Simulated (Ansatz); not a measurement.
C4H3Cl (`C=C1C=C1Cl`), 8 atoms. The species carries charge 0 and has multiplicity 1. All runs use 2 threads of an Arm Neoverse V1 on a shared host. Correlated methods freeze the cores.

(1) How many basis functions does each run have, and how long does it take in Ansatz? RKS PBE0-D4/def2-QZVPP energy; RKS ωB97M-V/def2-QZVPP energy; RHF-CCSD(T)/def2-TZVPP energy; RHF-CCSD(T)/def2-SVP energy; RHF-MP2/def2-QZVPP energy; RKS PBE0-D4/def2-TZVP frequencies; RKS PBE0-D4/def2-SVP energy; RKS revPBE-D4/def2-TZVPP energy; RKS HSE06 (plane-wave form)-D4/def2-TZVPP energy; RKS ωB97M-V/def2-SVP energy; RKS PBE0-D4/def2-TZVPP energy; RKS PBE-D4/def2-TZVPP energy and forces. (An estimate is asked.)

Results:

(1) Ansatz gave: Other jobs shared the machine, so times are rough.

```json
{"level": "RKS PBE0-D4/def2-SVP", "job": "energy", "functions": "89", "wall time": "1.2 s", "peak host memory (GiB)": "0.16"}
{"level": "RKS revPBE-D4/def2-TZVPP", "job": "energy", "functions": "208", "wall time": "2.6 s", "peak host memory (GiB)": "0.23"}
{"level": "RKS PBE-D4/def2-TZVPP", "job": "energy and forces", "functions": "208", "wall time": "3 s", "peak host memory (GiB)": "0.23"}
{"level": "RKS PBE0-D4/def2-TZVPP", "job": "energy", "functions": "208", "wall time": "3.3 s", "peak host memory (GiB)": "0.41"}
{"level": "RKS HSE06 (plane-wave form)-D4/def2-TZVPP", "job": "energy", "functions": "208", "wall time": "3.8 s", "peak host memory (GiB)": "0.44"}
{"level": "RHF-CCSD(T)/def2-SVP", "job": "energy", "functions": "89", "wall time": "3.8 s", "peak host memory (GiB)": "0.3"}
{"level": "RKS ωB97M-V/def2-SVP", "job": "energy", "functions": "89", "wall time": "4.7 s", "peak host memory (GiB)": "0.24"}
{"level": "RKS PBE0-D4/def2-QZVPP", "job": "energy", "functions": "388", "wall time": "8.5 s", "peak host memory (GiB)": "1"}
{"level": "RHF-MP2/def2-QZVPP", "job": "energy", "functions": "388", "wall time": "21 s", "peak host memory (GiB)": "1.7"}
{"level": "RKS ωB97M-V/def2-QZVPP", "job": "energy", "functions": "388", "wall time": "21 s", "peak host memory (GiB)": "1.2"}
{"level": "RHF-CCSD(T)/def2-TZVPP", "job": "energy", "functions": "208", "wall time": "90 s", "peak host memory (GiB)": "2.8"}
{"level": "RKS PBE0-D4/def2-TZVP", "job": "frequencies", "functions": "179", "wall time": "2.4 min", "peak host memory (GiB)": "0.4"}
```
